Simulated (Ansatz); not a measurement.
# Reading a saddle point

A first-order saddle point of Si2H6O, singlet, PBE0-D4/def2-TZVP, with one imaginary mode of 1520i cm⁻¹:

Si1  (-0.756, -0.689, -0.135)
O2  (0.759, -1.731, 0.383)
H3  (-0.090, -2.141, -0.458)
H4  (-1.500, -0.565, 1.164)
Si5  (0.108, 1.466, -0.484)
H6  (0.624, -2.179, 1.229)
H7  (-1.025, 2.401, -0.730)
H8  (0.875, 1.944, 0.701)
H9  (1.005, 1.496, -1.670)
(Å)

Program: Ansatz 0.2.0. Basis: def2-TZVPP and def2-QZVPP. Cores are frozen in the correlated methods. Extrapolation: Hartree–Fock as exp(−7.88 √X), correlation as X^−2.97.

(1) Which contacts change along the imaginary mode, and what lies on either side? (A judgement: the text doesn't fix the answer.)

(2) Which side is lower, and how far does the saddle lie above each? (An estimate is asked for; the value comes from the calculation.)

T1 diagnostic: at most 0.016. The restricted Hartree–Fock reference is unstable towards an unrestricted one at one or more of these structures.

## Answers

(1) By the calculation: The step is Si₂H₆O ([OH][SiH2][SiH3]) → Si₂H₄ ([SiH][SiH3]) + H₂O (still joined by a long Si–O bond), with the molecules in contact on both sides. Shortening one way: O2–H3; lengthening the same way: Si1–O2, Si1–H3.
```csv
pair,one side (Å),saddle (Å),other side (Å)
O2–H3,2.60,1.26,0.96
Si1–O2,1.65,1.91,2.06
Si1–H3,1.49,1.63,2.58
```

(2) By the calculation: The side with Si1–O2, Si1–H3 short is lower by 56.00 kcal/mol; the saddle lies 79.68 kcal/mol above it and 23.68 kcal/mol above the other (CCSD(T) at an estimated basis limit (MP2 extrapolated from triple and quadruple zeta, plus CCSD(T) − MP2 in triple zeta); electronic energies).

Losses and insertions of silylenes and their heavier kin drive the gas-phase chemistry of silicon and germanium vapour deposition.

Labels in which every atom is bracketed show which atoms are joined, not bond orders.

For scale, one of the runs: CCSD(T)/def2-TZVPP, 199 basis functions, launched by `ansatz run in.yaml --threads 2 --pin off --events-out ev --progress --plain --max-ram 4352MiB`. Time: 25 s of wall clock on 2 CPU threads of an Intel Xeon 6975P-C; the host was shared. Peak host memory: 2.4 GiB.
